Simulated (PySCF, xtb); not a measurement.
Si(H)3(Me) (CH6Si), SMILES C[SiH3].

Harmonic wavenumbers (cm⁻¹) from xtb with GFN2-xTB at its own minimum, in rising order: 161, 510, 511, 747, 788, 789, 799, 836, 836, 1374, 1491, 1492, 2252, 2253, 2260, 3033, 3034, 3038.

Problem. What does B3LYP-D3(BJ)/def2-TZVP in PySCF give at its own minimum? (Estimate from the structure and the level; the computed values follow.)

Solution. 199, 523, 523, 695, 889, 889, 950, 963, 963, 1295, 1464, 1464, 2220, 2220, 2220, 3035, 3107, 3107. Paired by order, the mean absolute difference is 61 cm⁻¹ and the zero-point energies are 37.5 and 38.2 kcal/mol.
